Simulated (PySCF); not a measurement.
Energies from PySCF, thermal terms from the rigid-rotor harmonic-oscillator model, ideal gas at 1 bar. 'Table' is the NASA 1993 thermochemical table (part measured, part estimated). All species are closed-shell singlets. The harmonic model lacks anharmonicity and excited electronic states, which grow with temperature; levels with a mode under 35 cm⁻¹ are left out. The table's entry may be an old estimate for CH₂ClF (not checked at source).

Harmonic frequencies at PBE/def2-SVP (cm⁻¹): 372, 722, 962, 1100, 1206, 1313, 1439, 2986, 3065. Point group Cs; S°(298 K) = 265.1 J/mol/K at this level.

Work out Cp and S° of gaseous CH₂ClF at 500, 800, 1200, 1600, 2000 K from these, and set them beside the table.


```tsv
T (K)	Cp PBE/def2-SVP	Cp table	S° PBE/def2-SVP	S° table
500	63.8	63.0	293.7	292.7
800	79.2	78.7	327.4	326.1
1200	90.4	89.6	361.8	360.3
1600	96.5	96.0	388.8	387.0
2000	100.1	100.1	410.7	408.9
```
Units J/mol/K.
